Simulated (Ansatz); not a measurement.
A run of Ansatz (development build ahead of 0.2.0) on singlet NF₃ at this shape:

```xyz
4

N     0.0000    0.0000    0.4672
F     1.2173    0.0000   -0.1211
F    -0.6087    1.0543   -0.1211
F    -0.6087   -1.0543   -0.1211
```

Its results:

* Converged: yes
* Reference energy: -352.68001 hartree
* Correlation energy: -0.96262 hartree
* Total energy: -353.64263 hartree
* Spin squared of the determinant: 0.000

Q: Which input gives this output? Name the method, the orbitals and the basis set, and write the input.

A: RHF-MP2 in cc-pVTZ. An unrestricted run that stays on the closed shell gives the same numbers.

```yaml
crystal:
  periodic: [false, false, false]
  atoms:
    - { symbol: "N", position_ang: [0.0, 0.0, 0.46721] }
    - { symbol: F, position_ang: [1.21735, 0.0, -0.12113] }
    - { symbol: F, position_ang: [-0.60868, 1.05426, -0.12113] }
    - { symbol: F, position_ang: [-0.60868, -1.05426, -0.12113] }
basis:
  gaussian: { orbitals: cc-pVTZ }
hamiltonian:
  xc: hf
correlation:
  method: mp2
  frozen_orbitals: { F: 1, "N": 1 }
```
